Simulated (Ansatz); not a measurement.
Relaxation of BFH3 (5 atoms, charge 0, multiplicity 2), to a largest force component of 0.03 eV/Å in at most 50 steps.

Method: UKS B3LYP-D4/6-31G* in Ansatz 0.2.0.

```xyz
5
Properties=species:S:1:pos:R:3
B 0.000 0.000 -0.097
F 0.000 0.000 1.226
H 1.060 0.000 -0.657
H -1.060 0.000 -0.657
H 0.000 0.000 3.354
```

Q: Where does it end, and by what steps?

A: It converged. After 6 steps the energy has fallen by 0.071 eV; H5 moved furthest, 0.57 Å.

| step | energy less start (eV) | largest force component (eV/Å) | accepted |
| --- | --- | --- | --- |
| 0 | 0.0000 | 0.314 | yes |
| 1 | -0.0310 | 0.197 | yes |
| 2 | -0.0574 | 0.506 | yes |
| 3 | -0.0668 | 0.141 | yes |
| 4 | -0.0697 | 0.046 | yes |
| 5 | -0.0704 | 0.035 | yes |
| 6 | -0.0706 | 0.007 | yes |

```xyz
5
Properties=species:S:1:pos:R:3
B 0.000 0.000 -0.238
F 0.000 0.000 1.085
H 1.057 0.000 -0.798
H -1.057 0.000 -0.798
H 0.000 0.000 3.920
```

Time of the run: 4.5 s on 1 thread of Intel(R) Xeon(R) 6975P-C (Granite Rapids) (shared host), peak memory 0.12 GiB.
